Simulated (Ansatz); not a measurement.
Start from MgO in the rock salt structure (space group Fm-3m, No. 225; a = 4.204 Å).

Method: Ansatz (a first-principles code), r2SCAN, PAW, cutoff 500 eV, spin-orbit coupling left out.

The change: full substitution O → Se, then cell and atoms are relaxed.

Measured lattice parameter a: MgO 4.189 Å (static lattice; corrected from measurement; as listed in Daniel Mejia-Rodriguez, S. B. Trickey, Phys. Rev. B (2018)); MgSe 5.46 Å (room temperature; as listed in M J Lucero, T M Henderson, G E Scuseria, Journal of Physics Condensed Matter (2012)).

Problem. How well does r2SCAN reproduce the measured shift?

Solution. With r2SCAN the lattice parameter a moves by +1.268 Å (4.204 → 5.472) against +1.271 Å measured. The two measured values stand on different bases (one corrected, one not), which blurs small differences.

Stability against distortions was not tested.
